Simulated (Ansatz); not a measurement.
We consider pyrite PtSb2, described by r²SCAN in Ansatz (PAW).

Settings: plane-wave cutoff 560 eV, 10×10×10 k mesh, Fermi–Dirac smearing 0.05 eV, scalar-relativistic PAW data made under PBE.

Computed at the level's own relaxed cell.

Q: Give the computed equilibrium lattice constant a and bulk modulus B0.

A: 
* **equilibrium lattice constant a**: 6.504 Å
* **bulk modulus B0**: 117 GPa

The run finds no gap.

Measured, for comparison: lattice constant a 6.44 Å (temperature not stated, not corrected to a static lattice; as tabulated in Saeed et al. (2013), arXiv:1402.4256). Computed (rounded) less measured: lattice constant a +1.0 %.

Note: the gap of the solid is closed in this run; the bulk modulus is −V dP/dV from two relaxed cells at ±2 % in volume; this level leaves the solid without a gap, although one is measured.

Spin–orbit coupling is not included; it can open a gap where bands touch, and shift volumes and moduli.

The result took very roughly 30 core-minutes.

Ansatz is an electronic-structure program.
